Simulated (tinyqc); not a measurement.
Inside a calculation. Method: MP2 on RHF in the sto-3g basis, frozen core, for HF, spin multiplicity 1. One step of it, computed by the program tinyqc.

Question. Integrals over molecular orbitals. (pq|rs) = sum C_ip C_jq C_kr C_ls (ij|kl), one index at a time.

coefficients C:
```
              MO1        MO2        MO3       MO4        MO5        MO6
1F 1s    0.994842  -0.253822   0.068401  0.000000   0.000000   0.070714
1F 2s    0.021530   0.968026  -0.355706  0.000000   0.000000  -0.426411
1F 2px   0.000000   0.000000   0.000000  0.999871  -0.016072   0.000000
1F 2py   0.000000   0.000000   0.000000  0.016072   0.999871   0.000000
1F 2pz   0.002094   0.055128   0.690934  0.000000   0.000000  -0.798533
2H 1s   -0.004431   0.131485   0.559016  0.000000   0.000000   0.982496
```

core Hamiltonian H = T + V (hartree), lower triangle:
```
             1F 1s       1F 2s     1F 2px     1F 2py     1F 2pz      2H 1s
1F 1s   -40.529943
1F 2s    -9.509837  -11.006730
1F 2px    0.000000    0.000000  -8.676058
1F 2py    0.000000    0.000000   0.000000  -8.676058
1F 2pz   -0.011528   -0.141480   0.000000   0.000000  -8.759797
2H 1s    -1.456783   -3.224437   0.000000   0.000000  -2.199101  -4.895404
```

Two-electron integrals (ij|kl) in chemists' order, unique and non-zero (hartree):
```
(11|11) 5.403501   (21|11) 0.841920   (21|21) 0.156299   (22|11) 1.268028
(22|21) 0.292344   (22|22) 0.926167   (31|31) 0.027998   (32|31) 0.043169
(32|32) 0.204588   (33|11) 1.264502   (33|21) 0.292403   (33|22) 0.925959
(33|33) 0.997514   (41|41) 0.027998   (42|41) 0.043169   (42|42) 0.204588
(43|43) 0.053770   (44|11) 1.264502   (44|21) 0.292403   (44|22) 0.925959
(44|33) 0.889973   (44|44) 0.997514   (51|51) 0.027998   (52|51) 0.043169
(52|52) 0.204588   (53|53) 0.053770   (54|54) 0.053770   (55|11) 1.264502
(55|21) 0.292403   (55|22) 0.925959   (55|33) 0.889973   (55|44) 0.889973
(55|55) 0.997514   (61|11) 0.129700   (61|21) 0.023879   (61|22) 0.044393
(61|33) 0.044325   (61|44) 0.044325   (61|51) 0.000981   (61|52) 0.001840
(61|55) 0.044537   (61|61) 0.003686   (62|11) 0.332246   (62|21) 0.077644
(62|22) 0.274877   (62|33) 0.270832   (62|44) 0.270832   (62|51) 0.005298
(62|52) 0.041529   (62|55) 0.282698   (62|61) 0.012040   (62|62) 0.100866
(63|31) 0.008082   (63|32) 0.048064   (63|53) 0.008719   (63|63) 0.014870
(64|41) 0.008082   (64|42) 0.048064   (64|54) 0.008719   (64|64) 0.014870
(65|11) 0.227711   (65|21) 0.053892   (65|22) 0.204220   (65|33) 0.195517
(65|44) 0.195517   (65|51) 0.011295   (65|52) 0.077279   (65|55) 0.221391
(65|61) 0.008704   (65|62) 0.091916   (65|65) 0.097999   (66|11) 0.491716
(66|21) 0.116795   (66|22) 0.477173   (66|33) 0.461003   (66|44) 0.461003
(66|51) 0.009887   (66|52) 0.109498   (66|55) 0.508977   (66|61) 0.018221
(66|62) 0.225773   (66|65) 0.239147   (66|66) 0.774606
```

Give: one-electron integrals over orbitals h = C^T H C; Two-electron integrals over orbitals.

Answer.

one-electron integrals over orbitals h = C^T H C (hartree), lower triangle:
```
          1        2        3        4        5        6
1  -40.5121
2    0.7118  -9.1335
3   -0.1824   0.5540  -7.2906
4    0.0000   0.0000   0.0000  -8.6761
5    0.0000   0.0000   0.0000   0.0000  -8.6761
6   -0.1929   1.0297   2.0258   0.0000   0.0000  -6.0868
```

Two-electron integrals over orbitals (pq|rs), unique and non-zero (hartree); the lowest 1 orbital is frozen and left out:
```
(22|22) 0.8607    (32|22) -0.0341   (32|32) 0.1508    (33|22) 0.7323
(33|32) -0.0334   (33|33) 0.7286    (42|42) 0.1845    (43|42) -0.0373
(43|43) 0.0425    (44|22) 0.8850    (44|32) -0.0755   (44|33) 0.7245
(44|44) 0.9975    (52|52) 0.1845    (53|52) -0.0373   (53|53) 0.0425
(54|54) 0.0538    (55|22) 0.8850    (55|32) -0.0755   (55|33) 0.7245
(55|44) 0.8900    (55|55) 0.9975    (62|22) -0.1132   (62|32) -0.0592
(62|33) -0.0297   (62|44) -0.1111   (62|55) -0.1111   (62|62) 0.0939
(63|22) -0.1944   (63|32) 0.0922    (63|33) -0.1114   (63|44) -0.2162
(63|55) -0.2162   (63|62) 0.0498    (63|63) 0.1988    (64|42) -0.0371
(64|43) -0.0180   (64|64) 0.0305    (65|52) -0.0371   (65|53) -0.0180
(65|65) 0.0305    (66|22) 0.6653    (66|32) 0.0613    (66|33) 0.6648
(66|44) 0.6420    (66|55) 0.6420    (66|62) -0.0626   (66|63) -0.0189
(66|66) 0.7015
```
